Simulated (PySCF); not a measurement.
## C₅H₁₀O: calculation and literature

Numbering as in the mapped SMILES `[CH2:1]=[CH:2][CH2:3][O:4][CH2:5][CH3:6]`; H(Xn) means a hydrogen on atom n. Ha(C1) is cis to C3; Hb(C1) is trans to C3.

[PySCF 2.14: NMR shieldings at PBE0/pcSseg-1/GIAO; geometry: GFN2-xTB; rapidly exchanging positions averaged; single conformer; relativity neglected; in vacuum]

Reference values: estimated from measurements, as parent shift plus tabulated substituent increment (solution, not stated per compound (mostly CDCl3 or CCl4); Pretsch, Buehlmann, Badertscher, Structure Determination of Organic Compounds, 4th ed. (2009)).
| atoms | quantity | reference | computed | computed, scaled |
| --- | --- | --- | --- | --- |
| C2 | δ 13C | 135.6 | 147.1 | 141.1 |
| C1 | δ 13C | 114.5 | 120.1 | 114.8 |

Computed shifts are σ(ref) − σ with the named reference compound (TMS for H and C) calculated as an isolated molecule at the same level. The measured values may be among those fitted. Expected solution values come from regression of measured δ (H and C: mostly CDCl3, vs TMS) on computed σ: 13C (scatter 2.1 ppm rms, 2.3 ppm with the 13 outliers that the fit left out). A few per cent of atoms miss by over 2 rms, more outside the fitted compound classes.

How far are the unscaled 13C shifts from the references?

Answers

Mean signed difference +8.55 ppm, mean absolute 8.55 ppm over 2 comparisons; the largest is +11.5 ppm at C2 (alkene CH).
